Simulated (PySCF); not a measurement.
**Which determinant of LiP⁺ lies lowest?**

Unrestricted PBE0; basis Li def2-TZVP, P def2-TZVP; no relativity; PySCF 2.14. Outer shells of the fragments: Li+ closed shells only; P 3s2 3p3.

Followed along the bond (rough minima from three points):

```tsv
2Ms+1	unpaired	⟨S²⟩ at the start	R at minimum (Å)	Te (eV)
4	σ ↑, π ↑↑	3.75	2.64	0.00
2	σ ↓, π ↑↑	1.77	2.68	0.64
2	σ ↑, π ↑↓	1.77	2.67	0.66
2	π ↑	0.76	2.57	1.15
```

Solutions found at the starting distance of 2.450 Å, counted from the lowest of them; the search is not exhaustive and high or unbound solutions are not listed, so other states can lie among these:

| 2Ms+1 | unpaired | term | E (eV) | ⟨S²⟩ | ⟨Lz²⟩ | μ (D) |
| --- | --- | --- | --- | --- | --- | --- |
| 4 | σ ↑, π ↑↑ | ⁴Σ⁻ | 0.00 | 3.75 | 0.00 | -7.23 |
| 2 | σ ↓, π ↑↑ | mixed | 0.66 | 1.77 | 0.00 | -7.25 |
| 2 | σ ↑, π ↑↓ | mixed | 0.67 | 1.77 | 2.03 | -7.23 |
| 2 | π ↑ | ²Π | 1.14 | 0.76 | 1.01 | -6.98 |
| 2 | σ ↑ | mixed | 1.93 | 0.76 | 2.01 | -7.14 |
| 2 | π ↑ | ²Π | 2.74 | 0.76 | 1.01 | -7.27 |
| 4 | σ ↑↑, π ↑ | ⁴Π | 6.78 | 3.75 | 1.01 | 2.11 |
| 4 | π ↑↑↑ | ⁴Π | 8.32 | 3.76 | 1.00 | 1.24 |

A term symbol is given only where ⟨S²⟩ and ⟨Lz²⟩ are close to those of a pure state; real π, δ and φ orbitals otherwise mix terms. A positive dipole points towards P; it is taken about the centre of mass and depends on that origin.
